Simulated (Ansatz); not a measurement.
# C2H4O3: basis-set convergence

How large a basis does C2H4O3 need? Two functionals are run in growing sets.

The runs use Ansatz 0.2.0, Gaussian basis; one geometry, several basis sets.

Levels to be run: PBE0-D4/def2-SVP; ωB97M-V/def2-SVP; PBE0-D4/def2-QZVPP; ωB97M-V/def2-QZVPP; the functionals' def2-TZVPP values are taken from earlier runs.

## 1. Structure used throughout

All runs share one geometry, relaxed beforehand with PBE0-D4 in a triple-zeta def2 set.

SMILES `O=COCO`, 9 atoms, charge 0, spin multiplicity 1.

Atoms are counted from 1 here; the program's logs count them from 0.

Bond lengths: O1–C2 1.201 Å, C2–O3 1.326 Å, C2–H6 1.099 Å, O3–C4 1.445 Å, C4–O5 1.371 Å, C4–H7 1.087 Å, C4–H8 1.094 Å, O5–H9 0.965 Å. Angles: O1–C2–O3 125.5°, O1–C2–H6 124.3°, O3–C2–H6 110.2°, C2–O3–C4 114.4°, O3–C4–O5 112.6°, O3–C4–H7 104.4°, O3–C4–H8 107.1°, O5–C4–H7 108.5°, O5–C4–H8 112.8°, H7–C4–H8 111.2°, C4–O5–H9 107.2°.

## 2. PBE0-D4 in def2-SVP

The input, in.yaml:

```yaml
crystal:
  periodic: [false, false, false]
  atoms:
    - {symbol: O, position_ang: [0.688045, 0.646453, 1.435400]}
    - {symbol: C, position_ang: [1.173758, 0.687683, 0.337570]}
    - {symbol: O, position_ang: [0.681964, 0.099241, -0.743904]}
    - {symbol: C, position_ang: [-0.519131, -0.669333, -0.510506]}
    - {symbol: O, position_ang: [-1.585380, 0.114318, -0.152084]}
    - {symbol: H, position_ang: [2.097585, 1.228247, 0.088409]}
    - {symbol: H, position_ang: [-0.736542, -1.128972, -1.471716]}
    - {symbol: H, position_ang: [-0.275952, -1.425180, 0.242737]}
    - {symbol: H, position_ang: [-1.435747, 0.401243, 0.756894]}
basis:
  gaussian: {orbitals: def2-SVP}
hamiltonian: {xc: pbe0, dispersion: d4}
output: {orbitals: {seedname: orbitals}}
```

The run is started by

```sh
> ansatz run in.yaml --threads 2 --pin off --events-out ev --progress --plain --max-ram 4352MiB
```

After this run come: ωB97M-V in def2-SVP; PBE0-D4 in def2-QZVPP; ωB97M-V in def2-QZVPP.

Q: Predict the results of all the runs planned. Wanted: PBE0-D4: double and triple zeta above quadruple; ωB97M-V: double and triple zeta above quadruple.

As calculated:

```
                                       quantity           value
PBE0-D4: double and triple zeta above quadruple  10.19, 0.45 eV
ωB97M-V: double and triple zeta above quadruple  10.46, 0.43 eV
```

What this shows: PBE0-D4 gains 9.74 eV from double to triple zeta, then 0.45 eV more. These are total energies; as a rule much of such shifts cancels in differences, which this series doesn't test. The LUMO of ωB97M-V is positive and keeps falling with the basis (2.30 to 1.75 eV): an unbound level that the basis holds in place.
